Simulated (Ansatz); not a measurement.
# C2H3Cl: taking an electron away

The task here is to estimate one member of a computed series from the others.

Program: Ansatz 0.2.0, Gaussian basis. Level of theory: unrestricted cation, the program's frozen cores in correlated methods. These are calculated values, not measurements.

Plan: UKS PBE-D4/def2-TZVPP; UKS r2SCAN-D4/def2-TZVPP; UKS PBE0-D4/def2-TZVPP; UKS B3LYP-D4/def2-TZVPP; UKS wB97X-V/def2-TZVPP; UKS wB97M-V/def2-TZVPP; UKS B2PLYP/def2-TZVPP; UHF-CCSD(T)/def2-TZVPP; UHF-MP2/def2-QZVPP; extrapolation to the limit; then −ε(HOMO) from the neutral's earlier runs with LDA (SPW92), PBE-D4, revPBE-D4, BLYP-D4, r2SCAN-D4, B97M-V, PBE0-D4, B3LYP-D4, r2SCANh-D4, r2SCAN0-D4, HSE06-D4, BHLYP-D4, CAM-B3LYP-D4, LC-ωPBE, ωB97X-V, ωB97M-V.

**Structure used throughout**

An earlier PBE0-D4 in a triple-zeta def2 set relaxation fixed the geometry.

SMILES `C=CCl`, 6 atoms, charge 0, spin multiplicity 1.

Atoms are counted from 1 here; the program's logs count them from 0.

Bond lengths: C1–C2 1.320 Å, C1–H4 1.083 Å, C1–H5 1.083 Å, C2–Cl3 1.721 Å, C2–H6 1.083 Å. Angles: C2–C1–H4 122.2°, C2–C1–H5 119.4°, H4–C1–H5 118.4°, C1–C2–Cl3 123.5°, C1–C2–H6 123.6°, Cl3–C2–H6 112.9°.

The first run:

Input file in.yaml:

```yaml
crystal:
  periodic: [false, false, false]
  atoms:
    - {symbol: C, position_ang: [-0.455118, 0.191238, -0.546725]}
    - {symbol: C, position_ang: [0.385624, -0.022196, 0.447963]}
    - {symbol: Cl, position_ang: [0.904852, -1.590036, 0.931928]}
    - {symbol: H, position_ang: [-0.876596, -0.618495, -1.128597]}
    - {symbol: H, position_ang: [-0.738037, 1.206707, -0.795823]}
    - {symbol: H, position_ang: [0.821177, 0.768781, 1.045054]}
basis:
  gaussian: {orbitals: def2-TZVPP}
total_charge: 1
magnetization: {spin_polarized: true, initial_magnetization: 1}
hamiltonian: {xc: pbe, dispersion: d4}
```

Launch:

```console
ansatz run in.yaml --threads 4 --pin off --events-out ev --progress --plain --max-ram 10444MiB
```

Among the steps run: Cation, UKS PBE-D4/def2-TZVPP; Cation, UKS r2SCAN-D4/def2-TZVPP; Cation, UKS PBE0-D4/def2-TZVPP; Cation, UKS B3LYP-D4/def2-TZVPP; Cation, UKS wB97X-V/def2-TZVPP; Cation, UKS wB97M-V/def2-TZVPP; Cation, UKS B2PLYP (frozen core)/def2-TZVPP; Cation, UHF-CCSD(T)/def2-TZVPP; Cation, UHF-MP2/def2-QZVPP.

One table of the session follows, with a row left open; its other results are not shown here.

For comparison, −ε(HOMO) of the neutral from earlier runs:

```
  functional  −ε(HOMO) (eV)
 LDA (SPW92)           6.56
      PBE-D4              ?
   revPBE-D4           6.33
     BLYP-D4           6.23
   r2SCAN-D4           6.62
      B97M-V           6.64
     PBE0-D4           7.57
    B3LYP-D4           7.33
  r2SCANh-D4           7.06
  r2SCAN0-D4           7.72
    HSE06-D4           7.16
    BHLYP-D4           8.58
CAM-B3LYP-D4           8.89
     LC-ωPBE          10.29
     ωB97X-V           9.89
     ωB97M-V           9.77
```

**Question.** Estimate the row for PBE-D4.

As computed: −ε(HOMO) (eV): 6.39. In the column «−ε(HOMO) (eV)» it lies between revPBE-D4 (6.33) and LDA (SPW92) (6.56).
